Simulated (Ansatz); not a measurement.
System: A-type hexagonal La₂O₃. Method: BLYP in Ansatz (plane waves, PAW).

Excerpt of the program's output:

```
Relaxation: its limit of steps is 80 (relax.max_steps)
Crystal: 5 atoms, lattice volume = 90.132 Å³
Basis set: ecut = 520 eV, 2429 PW (Γ), exchange–correlation on 60×60×96 points (8 copies of the dense FFT grid, shifted against one another)
Bands: 25, of which v1, the nominal top of the filled ones, is band 20 counted from 1 (19 counted from 0)
Symmetry: 12 space group operations
Space group: P-3m1 (ITA 164), of the structure as read, at distance tolerance 4.5e-5 Å
k-points: 100 of 864
Functional: x = b88, c = lyp
SCF iter   1: F=—  HF=-14256.353046 eV  |F-HF|=—  |Δ(HF+E_count)|=         —  Δρ=2.03e-2  dr2=3.11e-1
SCF iter   2: F=—  HF=-14256.298392 eV  |F-HF|=—  |Δ(HF+E_count)|=   5.47e-2  Δρ=9.23e-3  dr2=6.54e-2
  ...
SCF 1 converged in 8 iterations: F = -14256.286016 eV  dr2 = 9.10e-9
Crystal: 5 atoms, lattice volume = 90.132 Å³
Basis set: ecut = 520 eV, 2431 PW (Γ), exchange–correlation on 60×60×96 points (8 copies of the dense FFT grid, shifted against one another)
Initial density: handed on by an earlier stage of this run
  ...
SCF 3 converged in 11 iterations: F = -14256.292210 eV  dr2 = 2.00e-12
Crystal: 5 atoms, lattice volume = 90.132 Å³
SCF 4 converged in 4 iterations: F = -14256.292336 eV  dr2 = 8.75e-8
Crystal: 5 atoms, lattice volume = 90.132 Å³
SCF 5 converged in 6 iterations: F = -14256.292534 eV  dr2 = 2.81e-9
Crystal: 5 atoms, lattice volume = 90.132 Å³
SCF 6 converged in 6 iterations: F = -14256.292541 eV  dr2 = 2.32e-10
Crystal: 5 atoms, lattice volume = 90.132 Å³
Basis set: ecut = 520 eV, 2431 PW (Γ), exchange–correlation on 60×60×100 points (8 copies of the dense FFT grid, shifted against one another)
SCF iter   6: F=—  HF=-14256.292542 eV  |F-HF|=—  |Δ(HF+E_count)|=  1.29e-10  Δρ=1.19e-7  dr2=1.14e-11
SCF iter   7: F=-14256.292542 eV  HF=-14256.292542 eV  |F-HF|=9.09e-12  |Δ(HF+E_count)|=  1.27e-11  Δρ=2.01e-8  dr2=3.44e-13
SCF 7 converged in 7 iterations: F = -14256.292542 eV  dr2 = 3.44e-13
SCF converged after 7 iterations
Free energy (F): -14256.292542 eV
Internal energy: -14256.292542 eV  (E = F + TS)
E sigma→0 (E₀):  -14256.292542 eV
Fermi energy:    10.694246 eV
--- Forces (eV/Å), atoms counted from 1 ---
  atom   1  La    -0.00000000    -0.00000000    -0.00013628
  atom   2  La     0.00000000     0.00000000     0.00013628
  atom   3  O      0.00000000    -0.00000000     0.00000000
  atom   4  O      0.00000000     0.00000000     0.00011929
  atom   5  O     -0.00000000    -0.00000000    -0.00011929
--- Stress (GPa, compression-positive) ---
       -3.749802       0.000000      -0.000000
        0.000000      -3.749802       0.000000
       -0.000000       0.000000      -3.747175
  P = ⅓ Tr σ = -3.7489 GPa (-37.489 kbar)
```

Write an input file that could have produced this run (the log leaves some choices open).

Several could match; the one computed here: 
Ansatz 0.2 input:
```yaml
crystal:
  lattice:
    - [2.014010471, -3.4883684628, 0.0]
    - [2.014010471, 3.4883684628, 0.0]
    - [0.0, 0.0, 6.4145095899]
  atoms:
    - { symbol: La, position: [0.3333333333, 0.6666666667, 0.2488613565] }
    - { symbol: La, position: [0.6666666667, 0.3333333333, 0.7511386435] }
    - { symbol: O, position: [0.0, 0.0, 0.0] }
    - { symbol: O, position: [0.3333333333, 0.6666666667, 0.6448384889] }
    - { symbol: O, position: [0.6666666667, 0.3333333333, 0.3551615111] }
basis:
  ecutwfc: 520
  ecutrho_ratio: 4
  xc_grid: 2
kpoints:
  mp_grid: { grid: [12, 12, 6] }
hamiltonian:
  xc: blyp
  dispersion: none
  pseudopotentials: { kind: paw }
scf:
  occupations: { method: fermi_dirac, width: 0.01 }
output:
  forces: true
  stress: true
  eigenvalues: true
relax:
  f_tol: 0.004
  escape_saddle: false
  max_steps: 80
  cell: { stress_tol: 0.02, fix: [volume] }
```

The cell is one volume of an energy–volume scan, off the minimum.

The PAW data were made under PBE.

Computing time: about 2.4 core-minutes (a rough figure).

Ansatz is a first-principles code.
